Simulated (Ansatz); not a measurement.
Species: chloroform, CHCl3, net charge 0, singlet state. 
Geometry from a B3LYP-D3(BJ)/def2-TZVP (Ansatz, a program for electronic structure) optimisation:
SMILES: ClC(Cl)Cl
```xyz
5

C     -0.0077     0.0005     0.4558
H     -0.0259     0.0016     1.5371
Cl     0.0149     1.6916    -0.0853
Cl     1.4596    -0.8576    -0.0583
Cl    -1.4702    -0.8343    -0.1077
```

Computed values are from Ansatz. Cores are frozen in the correlated levels unless marked. Open shells are spin-unrestricted. No spin-orbit coupling. Non-relativistic. CBS(X,Y): correlation extrapolated as X^-3; Hartree-Fock from the larger set.

- atomisation energy De: 344.3 kcal/mol at CCSD(T)/CBS(cc-pV(T+d)Z,cc-pV(Q+d)Z)
- total energy: -1417.9595 Eh at CCSD(T)/CBS(cc-pV(T+d)Z,cc-pV(Q+d)Z)
- dipole moment: 1.04 D at CCSD(T)/aug-cc-pV(D+d)Z
- T1 diagnostic: 0.010 at CCSD/cc-pV(Q+d)Z
- measured enthalpy of formation, 298 K: -24.7 kcal/mol (Active Thermochemical Tables 1.112 (ions: stationary electron), as tabulated in the package chemicals)
- measured dipole moment: 1.01 D (NIST CCCBDB, as tabulated in the package chemicals; older table, unchecked)
